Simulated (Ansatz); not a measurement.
System: Cs2AgInCl6 (Fm-3m, No. 225). Method: PBEsol (plane waves, PAW; Ansatz, an electronic-structure program).

The input as run:

Ansatz 0.2 input:
```yaml
crystal:
  lattice:
    - [0.0, 5.2345, 5.2345]
    - [5.2345, 0.0, 5.2345]
    - [5.2345, 5.2345, 0.0]
  atoms:
    - { symbol: Cs, position: [0.25, 0.25, 0.25] }
    - { symbol: Cs, position: [0.75, 0.75, 0.75] }
    - { symbol: In, position: [0.0, 0.0, 0.0] }
    - { symbol: Ag, position: [0.5, 0.5, 0.5] }
    - { symbol: Cl, position: [0.76021, 0.23979, 0.23979] }
    - { symbol: Cl, position: [0.23979, 0.76021, 0.23979] }
    - { symbol: Cl, position: [0.23979, 0.76021, 0.76021] }
    - { symbol: Cl, position: [0.76021, 0.23979, 0.76021] }
    - { symbol: Cl, position: [0.23979, 0.23979, 0.76021] }
    - { symbol: Cl, position: [0.76021, 0.76021, 0.23979] }
basis:
  ecutwfc: 520
  ecutrho_ratio: 4
  xc_grid: 2
kpoints:
  mp_grid: { grid: [6, 6, 6] }
  band_path:
    path:
      - [0.0, 0.0, 0.0]
      - [0.1, 0.0, 0.1]
      - [0.2, 0.0, 0.2]
      - [0.3, 0.0, 0.3]
      - [0.4, 0.0, 0.4]
      - [0.5, 0.0, 0.5]
      - [0.625, 0.25, 0.625]
      - [0.375, 0.375, 0.75]
      - [0.3125, 0.3125, 0.625]
      - [0.25, 0.25, 0.5]
      - [0.1875, 0.1875, 0.375]
      - [0.125, 0.125, 0.25]
      - [0.0625, 0.0625, 0.125]
      - [0.125, 0.125, 0.125]
      - [0.25, 0.25, 0.25]
      - [0.375, 0.375, 0.375]
      - [0.5, 0.5, 0.5]
      - [0.5, 0.416667, 0.583333]
      - [0.5, 0.333333, 0.666667]
      - [0.5, 0.25, 0.75]
      - [0.5, 0.125, 0.625]
    npoints: 1
hamiltonian:
  xc: pbesol
  dispersion: none
  pseudopotentials: { kind: paw }
scf:
  occupations: { method: fermi_dirac, width: 0.01 }
  convergence: { dr2_threshold: 0.000000001 }
output:
  forces: true
  stress: true
  eigenvalues: true
  write_bands: true
```

From the output:

```
Crystal: 10 atoms, lattice volume = 286.850 Å³
Basis set: ecut = 520 eV, 7727 PW (Γ), exchange–correlation on 120×120×120 points (8 copies of the dense FFT grid, shifted against one another)
Bands: 56, of which v1, the nominal top of the filled ones, is band 46 counted from 1 (45 counted from 0)
Symmetry: 48 space group operations
Space group: Fm-3m (ITA 225), of the structure as read, at distance tolerance 6.6e-5 Å
k-points: 16 of 216
Functional: x = pbesol(κ = 0.804, μ = 0.12345679012345678), c = pbesol(β = 0.046)
SCF iter   1: F=—  HF=-30598.015849 eV  |F-HF|=—  |Δ(HF+E_count)|=         —  Δρ=4.62e-3  dr2=7.87e-2
SCF iter   2: F=—  HF=-30597.994656 eV  |F-HF|=—  |Δ(HF+E_count)|=   2.12e-2  Δρ=1.65e-3  dr2=9.62e-3
  ...
SCF iter   8: F=—  HF=-30597.992945 eV  |F-HF|=—  |Δ(HF+E_count)|=   3.31e-8  Δρ=8.93e-7  dr2=3.03e-9
SCF iter   9: F=-30597.992945 eV  HF=-30597.992945 eV  |F-HF|=1.16e-10  |Δ(HF+E_count)|=   2.03e-9  Δρ=2.15e-7  dr2=1.79e-10
SCF 1 converged in 9 iterations: F = -30597.992945 eV  dr2 = 1.79e-10
SCF converged after 9 iterations
Free energy (F): -30597.992945 eV
Internal energy: -30597.992945 eV  (E = F + TS)
E sigma→0 (E₀):  -30597.992945 eV
Fermi energy:    4.609246 eV
--- Forces (eV/Å), atoms counted from 1 ---
  atom   1  Cs    -0.00000000    -0.00000000     0.00000000
  atom   2  Cs    -0.00000000    -0.00000000    -0.00000000
  atom   3  In    -0.00000000     0.00000000     0.00000000
  atom   4  Ag     0.00000000    -0.00000000    -0.00000000
  atom   5  Cl     0.32135656    -0.00000000     0.00000000
  atom   6  Cl     0.00000000     0.32135656    -0.00000000
  atom   7  Cl    -0.32135656     0.00000000    -0.00000000
  atom   8  Cl    -0.00000000    -0.32135656     0.00000000
  atom   9  Cl    -0.00000000    -0.00000000     0.32135656
  atom  10  Cl     0.00000000    -0.00000000    -0.32135656
--- Stress (GPa, compression-positive) ---
       -0.285979      -0.000000       0.000000
        0.000000      -0.285979      -0.000000
        0.000000      -0.000000      -0.285979
  P = ⅓ Tr σ = -0.2860 GPa (-2.860 kbar)
```

The PAW data were made under PBE.

Note: cell and atoms aren't relaxed at this level (largest force component 0.32 eV/Å, pressure -0.3 GPa).
